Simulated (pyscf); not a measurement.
This saddle point was located with ωB97X-D3(BJ)/def2-SVP in PySCF.

```xyz
9

F     -1.6849     0.3517    -0.5035
N     -1.4095    -0.5956     1.2563
F     -1.6043    -1.7661     0.6999
F     -2.6157    -0.1759     1.5851
Ge     0.1085     0.5266    -1.2051
H     -0.7279     1.1183    -2.3814
H      0.7147    -0.7575    -1.8159
H      1.1027     1.6859    -0.9286
H      0.2338    -0.0161     0.3596
```

Surface: singlet, charge 0. Lowest wavenumbers (cm⁻¹): 774i, 45, 139, 166, 223.

### Question
Name the species on either side of this saddle.

### Answer
F–N(F)–F + GeH₄ ⇌ F–GeH₃ + F–NH–F, a four-centre exchange read from left to right: F–N, Ge–H broken and F–Ge, H–N formed. At ωB97M-D3(BJ)/def2-TZVP it lies +301.8 kJ/mol from the left side (each side as separated species at their lowest minima found). On the product side the descent ends in a complex (not fully relaxed), 24.9 kJ/mol under the separated species and 577.6 kJ/mol under the saddle at ωB97X-D3(BJ)/def2-TZVP. At ωB97X-D3(BJ) the barrier from the zero used here is 310.7 kJ/mol. The same reactants have a lower exit, to F• + F–N•–F + GeH₄ (no saddle counted: cutting one bond costs +246.8 kJ/mol at ωB97M-D3(BJ), against +301.8 kJ/mol here). This is the saddle that the search found; another between the same sides may lie lower. A restricted solution here is unstable towards spin polarisation, so biradical character is likely and single-reference numbers are less safe. Elements up to Kr have no core potential and no relativistic terms here.
